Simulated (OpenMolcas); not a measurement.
## An input for doublet [BCl2]2+

The species is [BCl2]2+ (3 atoms), meant as a doublet with charge +2. SMILES of the parent species: `Cl[B+]Cl`. The shape is that of a GFN2-xTB optimisation. That shape belongs to the parent species and isn't relaxed for this state.

```xyz
3

Cl   -1.2384    0.7665   -0.5913
B     0.0007    0.0014    0.0006
Cl    1.2376   -0.7678    0.5907
```

Settings wanted:

- method: DFT
- reference: UKS
- symmetry: none
- basis set: STO-3G
- task: energy
- functional: PBE
- nucleus: point
- integration grid: UltraFine
- SCF convergence threshold: 1e-10

Problem. Write the OpenMolcas 26.06 input and the command.

Solution. One that was run (others would do as well):

test.inp:
```
>>> EXPORT MOLCAS_PRINT=2

&GATEWAY
  BasLib=$CurrDir
  BasisSet
  Cl.STO-3G....
  Cl1 -1.238380 0.766480 -0.591300 angstrom
  Cl3 1.237640 -0.767840 0.590740 angstrom
  End of Basis
  BasisSet
  B.STO-3G....
  B2 0.000740 0.001360 0.000550 angstrom
  End of Basis

&SEWARD
  GridInput
  Grid=UltraFine
  End of Grid

&SCF
  UHF
  Charge=2
  Spin=2
  KSDFT=PBE
  Thresholds=1e-10 1e-07 1e-07 1e-05
  PrOrbitals=1 1
```

```bash
$ export MOLCAS_MEM=1860
$ pymolcas test.inp > test.log
```

(Basis files named in the input come from the Basis Set Exchange and aren't shown.)

Calculated total energy: -933.44808 Eh.
